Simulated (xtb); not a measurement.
Species: CH$_{3}$O, SMILES `C[O]` (charge 0, multiplicity 2).

Q: Give a relaxed geometry from GFN2-xTB run with xtb.

A: the end point of this relaxation (outside a Z-matrix the atoms follow the SMILES, hydrogens last).
Bonded distances (Å): C1–O2 1.312, C1–H3 1.115, C1–H4 1.115, C1–H5 1.104. Angles (°): O2–C1–H3 110.5, O2–C1–H4 110.5, O2–C1–H5 115.1, H3–C1–H4 100.4, H3–C1–H5 109.6, H4–C1–H5 109.6.
